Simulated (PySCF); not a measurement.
Planning a geometry optimisation on difluorophosphine (`FPF`).

Method: PBE0-D3(BJ)/def2-SVP geometry optimisation, gas phase (PySCF 2.14.0). Work: geometry optimisation from a GFN2-xTB start, density fitting. The input is one job of a driver script: a line of settings, then coordinates in Å.

Input:
```
{"job": {"xc": "PBE0", "basis": "def2-SVP", "d3": "d3bj", "grid": 1, "kind": "geom"}, "charge": 0, "multiplicity": 1}
F     -1.148061    -0.707186    -0.206820
P     -0.002017     0.075887     0.621805
F      1.226903    -0.570246    -0.205903
H     -0.066592     1.206318    -0.231936
```

Hardware: AMD EPYC 9R45, one thread, no GPU, shared host with 96 logical CPUs at a one-minute load of 45. PySCF's memory limit was set to 1120 MB.

The basis has 51 functions.

Question: Which is nearest to the wall time?
A. 0.29 s
B. 2.3 s
C. under 0.1 s

Answer: B. The run took 2.3 s. The run took 7 energy-and-gradient evaluations and 44 SCF cycles, 0.33 s an evaluation on average.

Question: Estimate the peak memory.

Answer: About 0.28 GiB. Peak memory is the resident size of the whole Python process, interpreter and libraries included.

The host was shared with other jobs, so the times are rough.

The run converged: final energy -541.08321 Eh after 6 steps; dipole 1.57 D.
